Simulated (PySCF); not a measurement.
Geometries of 5 isomers of C6H8, from PBE0-D3(BJ)/def2-SVP geometry optimisation, gas phase (PySCF 2.14.0). One conformer each, no zero-point energy, no frequencies.

Question: Which is lowest in electronic energy at this level?
A.
```xyz
14
angstrom
C      0.260   -1.892    1.826
C      0.131   -0.899    0.987
C      0.002    0.104    0.136
C     -0.071    1.527    0.621
C     -0.071   -0.175   -1.302
C     -0.199    0.748   -2.265
H     -0.615   -2.395    2.255
H      1.247   -2.258    2.132
H     -0.001    1.579    1.715
H     -1.019    1.995    0.309
H      0.748    2.126    0.190
H     -0.013   -1.232   -1.579
H     -0.246    0.459   -3.317
H     -0.262    1.817   -2.044
```
B.
```xyz
14
angstrom
C      3.150    0.046    0.192
C      1.914    0.160   -0.220
C      0.674    0.263   -0.631
C     -0.457   -0.638   -0.199
C     -1.519    0.119    0.544
C     -2.779    0.270    0.135
H      3.499    0.566    1.092
H      3.878   -0.569   -0.349
H      0.419    1.075   -1.324
H     -0.051   -1.439    0.439
H     -0.902   -1.121   -1.086
H     -1.198    0.587    1.483
H     -3.505    0.841    0.719
H     -3.133   -0.177   -0.800
```
C.
```xyz
14
angstrom
C     -3.005    0.751   -0.380
C     -1.851    0.099   -0.184
C     -0.790    0.566    0.700
C      0.346   -0.071    0.903
C      1.473   -0.707    1.101
C      2.731   -0.516    0.305
H     -3.773    0.362   -1.051
H     -3.216    1.697    0.129
H     -1.665   -0.847   -0.705
H     -0.960    1.514    1.229
H      1.507   -1.441    1.919
H      3.053   -1.467   -0.150
H      2.593    0.223   -0.496
H      3.555   -0.175    0.954
```
D.
```xyz
14
angstrom
C      3.067    0.080   -0.364
C      1.870    0.058    0.243
C      0.602    0.011   -0.451
C     -0.602   -0.011    0.164
C     -1.870   -0.058   -0.530
C     -3.067   -0.080    0.078
H      3.150    0.063   -1.455
H      3.998    0.115    0.207
H      1.826    0.076    1.339
H      0.635   -0.008   -1.547
H     -0.635    0.008    1.261
H     -1.826   -0.076   -1.625
H     -3.150   -0.063    1.169
H     -3.998   -0.115   -0.493
```
E.
```xyz
14
angstrom
C      2.274    0.211    0.099
C      0.788    0.089    0.108
C      0.045   -1.035    0.230
C     -1.408   -0.687    0.187
C     -1.405    0.800    0.024
C     -0.129    1.232   -0.020
H      2.625    0.863    0.916
H      2.631    0.661   -0.842
H      2.759   -0.769    0.213
H      0.430   -2.050    0.343
H     -1.935   -1.191   -0.645
H     -1.941   -0.999    1.105
H     -2.305    1.412   -0.046
H      0.197    2.269   -0.132
```

Answer: E. That is `CC1=CCC=C1`, 22.1 kcal/mol below the next.

```
     SMILES                      atoms numbered as above      E (Eh)  relative (kcal/mol)  relative (kJ/mol)  dipole (D)
 CC1=CCC=C1    [CH3:1][C:2]1=[CH:3][CH2:4][CH:5]=[CH:6]1  -232.98161                  0.0                0.0        0.18
C=C/C=C/C=C  [CH2:1]=[CH:2]/[CH:3]=[CH:4]/[CH:5]=[CH2:6]  -232.94638                 22.1               92.5        0.00
C=C=C(C)C=C   [CH2:1]=[C:2]=[C:3]([CH3:4])[CH:5]=[CH2:6]  -232.92527                 35.4              147.9        0.33
  C=CC=C=CC     [CH2:1]=[CH:2][CH:3]=[C:4]=[CH:5][CH3:6]  -232.92496                 35.6              148.8        0.74
  C=C=CCC=C    [CH2:1]=[C:2]=[CH:3][CH2:4][CH:5]=[CH2:6]  -232.91392                 42.5              177.7        0.14
```

As drawn, the highest has cumulated double bonds, which the lowest lacks.
